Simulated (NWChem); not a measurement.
The numbers come from NWChem runs, not from measurements. System: thiophene (C₄H₄S), charge 0, spin multiplicity 1, at a geometry optimised with PBE/def2-SVP. Level: TPSS/def2-TZVP.

The NWChem input:

```
start mol
memory heap 200 mb stack 900 mb global 1100 mb
geometry units angstroms nocenter noautoz
  C     -0.715209     0.000000    -1.280346
  C      0.715209     0.000000    -1.280346
  C      1.245303     0.000000    -0.004011
  S      0.000000     0.000000     1.199657
  C     -1.245303     0.000000    -0.004011
  H     -1.332879     0.000000    -2.189326
  H      1.332879     0.000000    -2.189326
  H      2.299839     0.000000     0.298213
  H     -2.299839     0.000000     0.298213
  symmetry group C2v
end
basis spherical
  * library def2-tzvp
end
dft
  xc xtpss03 ctpss03
  semidirect memsize 60000000 filesize 0
  iterations 100
  grid fine
end
task dft energy
```

Output (cleaned and shortened):

```
             Northwest Computational Chemistry Package (NWChem) 7.3.0
             --------------------------------------------------------

                                NWChem Input Module
                                -------------------

 Scaling coordinates for geometry "geometry" by  1.889725989
 (inverse scale =  0.529177249)

 Turning off AUTOSYM since
 SYMMETRY directive was detected!

                             Geometry "geometry" -> ""
                             -------------------------

 Output coordinates in angstroms (scale by  1.889725989 to convert to a.u.)

  No.       Tag          Charge          X              Y              Z
 ---- ---------------- ---------- -------------- -------------- --------------
    1 C                    6.0000    -0.71520900     0.00000000    -1.28034600
    2 C                    6.0000     0.71520900     0.00000000    -1.28034600
    3 C                    6.0000     1.24530300     0.00000000    -0.00401100
    4 S                   16.0000     0.00000000     0.00000000     1.19965700
    5 C                    6.0000    -1.24530300     0.00000000    -0.00401100
    6 H                    1.0000    -1.33287900     0.00000000    -2.18932600
    7 H                    1.0000     1.33287900     0.00000000    -2.18932600
    8 H                    1.0000     2.29983900     0.00000000     0.29821300
    9 H                    1.0000    -2.29983900     0.00000000     0.29821300

 Effective nuclear repulsion energy (a.u.)     200.9789379053

            Nuclear Dipole moment (a.u.)
            ----------------------------
        X                 Y               Z
 ---------------- ---------------- ----------------
     0.0000000000     0.0000000000     0.0000037795

      Symmetry information
      --------------------

 Group name             C2v
 Group number             16
 Group order               4
 No. of unique centers     5

      Symmetry unique atoms

     1    3    4    6    8


 Summary of "ao basis" -> "" (spherical)
 ------------------------------------------------------------------------------
       Tag                 Description            Shells   Functions and Types
 ---------------- ------------------------------  ------  ---------------------
 *                         def2-tzvp                  on all atoms

                                 NWChem DFT Module
                                 -----------------

 Summary of "ao basis" -> "ao basis" (spherical)
 ------------------------------------------------------------------------------
       Tag                 Description            Shells   Functions and Types
 ---------------- ------------------------------  ------  ---------------------
 C                         def2-tzvp                11       31   5s3p2d1f
 S                         def2-tzvp                13       37   5s5p2d1f
 H                         def2-tzvp                 4        6   3s1p

 Summary of "ao basis" -> "ao basis" (spherical)
 ------------------------------------------------------------------------------
       Tag                 Description            Shells   Functions and Types
 ---------------- ------------------------------  ------  ---------------------
 C                         def2-tzvp                11       31   5s3p2d1f
 S                         def2-tzvp                13       37   5s5p2d1f
 H                         def2-tzvp                 4        6   3s1p

      Symmetry analysis of basis
      --------------------------
[...]
 d= 0,ls=0.0,diis     7   -553.1339088317 -9.33D-04  1.52D-04  3.64D-04    18.0
 d= 0,ls=0.0,diis     8   -553.1338756782  3.32D-05  9.42D-05  6.11D-04    19.7
 d= 0,ls=0.0,diis     9   -553.1339543502 -7.87D-05  1.54D-05  1.19D-05    21.4
 d= 0,ls=0.0,diis    10   -553.1339554507 -1.10D-06  5.67D-06  2.69D-06    23.1
 d= 0,ls=0.0,diis    11   -553.1339558632 -4.12D-07  7.91D-07  8.07D-08    24.7

         Total DFT energy =     -553.133955863179
      One electron energy =    -1156.398867499928
           Coulomb energy =      451.214268356419
    Exchange-Corr. energy =      -48.928294624946
 Nuclear repulsion energy =      200.978937905276

 Numeric. integr. density =       43.999999273086

     Total iterative time =     23.6s

                  Occupations of the irreducible representations
                  ----------------------------------------------

                     irrep           alpha         beta
                     --------     --------     --------
                     a1               11.0         11.0
                     a2                1.0          1.0
                     b1                7.0          7.0
                     b2                3.0          3.0

                       DFT Final Molecular Orbital Analysis
                       ------------------------------------

 Vector   20  Occ=2.000000D+00  E=-3.098975D-01  Symmetry=a1
              MO Center= -6.2D-17,  8.6D-16,  6.7D-01, r^2= 3.0D+00
   Bfn.  Coefficient  Atom+Function         Bfn.  Coefficient  Atom+Function
  ----- ------------  ---------------      ----- ------------  ---------------
   110      0.429359  4 S  pz               113      0.252267  4 S  pz
   107      0.193053  4 S  pz                97      0.181213  4 S  s
   101     -0.162354  4 S  pz                98      0.141074  4 S  s
    70     -0.130582  3 C  pz               138     -0.130582  5 C  pz
    96     -0.118030  4 S  s                  8      0.115526  1 C  pz

 Vector   21  Occ=2.000000D+00  E=-2.282121D-01  Symmetry=b2
              MO Center=  4.9D-14, -2.0D-15,  9.4D-03, r^2= 3.1D+00
   Bfn.  Coefficient  Atom+Function         Bfn.  Coefficient  Atom+Function
  ----- ------------  ---------------      ----- ------------  ---------------
   109      0.403817  4 S  py               112      0.272968  4 S  py
     7     -0.210905  1 C  py                38     -0.210905  2 C  py
    10     -0.186300  1 C  py                41     -0.186300  2 C  py
   106      0.185638  4 S  py               100     -0.150425  4 S  py
    13     -0.118684  1 C  py                44     -0.118684  2 C  py

 Vector   22  Occ=2.000000D+00  E=-2.128038D-01  Symmetry=a2
              MO Center= -5.0D-14, -7.3D-17, -2.9D-01, r^2= 2.8D+00
   Bfn.  Coefficient  Atom+Function         Bfn.  Coefficient  Atom+Function
  ----- ------------  ---------------      ----- ------------  ---------------
    69      0.266172  3 C  py               137     -0.266172  5 C  py
    72      0.240676  3 C  py               140     -0.240676  5 C  py
    75      0.173889  3 C  py               143     -0.173889  5 C  py
     7     -0.154086  1 C  py                38      0.154086  2 C  py
    10     -0.136622  1 C  py                41      0.136622  2 C  py

 Vector   23  Occ=0.000000D+00  E=-4.533679D-02  Symmetry=b2
              MO Center= -2.7D-14, -1.7D-15,  2.0D-03, r^2= 3.5D+00
   Bfn.  Coefficient  Atom+Function         Bfn.  Coefficient  Atom+Function
  ----- ------------  ---------------      ----- ------------  ---------------
   112     -0.426188  4 S  py                75      0.392334  3 C  py
   143      0.392334  5 C  py                69      0.261915  3 C  py
   137      0.261915  5 C  py               109     -0.247796  4 S  py
    72      0.245916  3 C  py               140      0.245916  5 C  py
    13     -0.224622  1 C  py                44     -0.224622  2 C  py

 Vector   24  Occ=0.000000D+00  E= 5.743274D-04  Symmetry=b1
              MO Center= -2.8D-14, -4.6D-15,  1.1D+00, r^2= 3.2D+00
   Bfn.  Coefficient  Atom+Function         Bfn.  Coefficient  Atom+Function
  ----- ------------  ---------------      ----- ------------  ---------------
    67      1.614426  3 C  s                135     -1.614426  5 C  s
     5      1.055041  1 C  s                 36     -1.055041  2 C  s
   111     -1.059868  4 S  px                14      0.490578  1 C  pz
    45     -0.490578  2 C  pz                66      0.406595  3 C  s
   134     -0.406595  5 C  s                176     -0.346926  8 H  s

 Vector   25  Occ=0.000000D+00  E= 1.896217D-02  Symmetry=a2
              MO Center=  3.5D-14,  3.5D-15, -8.4D-01, r^2= 3.3D+00
   Bfn.  Coefficient  Atom+Function         Bfn.  Coefficient  Atom+Function
  ----- ------------  ---------------      ----- ------------  ---------------
    13      0.701660  1 C  py                44     -0.701660  2 C  py
    75      0.425102  3 C  py               143     -0.425102  5 C  py
     7      0.290375  1 C  py                38     -0.290375  2 C  py
    10      0.250613  1 C  py                41     -0.250613  2 C  py
    69      0.149236  3 C  py               137     -0.149236  5 C  py

 center of mass
 --------------
 x =   0.00000000 y =   0.00000000 z =   0.08366488

 moments of inertia (a.u.)
 ------------------
         339.367585545054           0.000000000000           0.000000000000
           0.000000000000         566.978351746957           0.000000000000
           0.000000000000           0.000000000000         227.610766201903

     Multipole analysis of the density
     ---------------------------------

     L   x y z        total         alpha         beta         nuclear
     -   - - -        -----         -----         ----         -------
     0   0 0 0      0.000000    -22.000000    -22.000000     44.000000

     1   1 0 0      0.000000      0.000000      0.000000      0.000000
     1   0 1 0      0.000000      0.000000      0.000000      0.000000
     1   0 0 1     -0.200589     -0.100297     -0.100297      0.000004

     2   2 0 0    -23.353739    -81.097098    -81.097098    138.840457
     2   1 1 0     -0.000000     -0.000000     -0.000000      0.000000
     2   1 0 1     -0.000000     -0.000000     -0.000000      0.000000
     2   0 2 0    -29.808467    -14.904234    -14.904234      0.000000
     2   0 1 1      0.000000      0.000000      0.000000      0.000000
     2   0 0 2    -25.725480   -106.536422   -106.536422    187.347365

 Task  times  cpu:       24.7s     wall:       24.7s

 Total times  cpu:       24.8s     wall:       24.8s
```
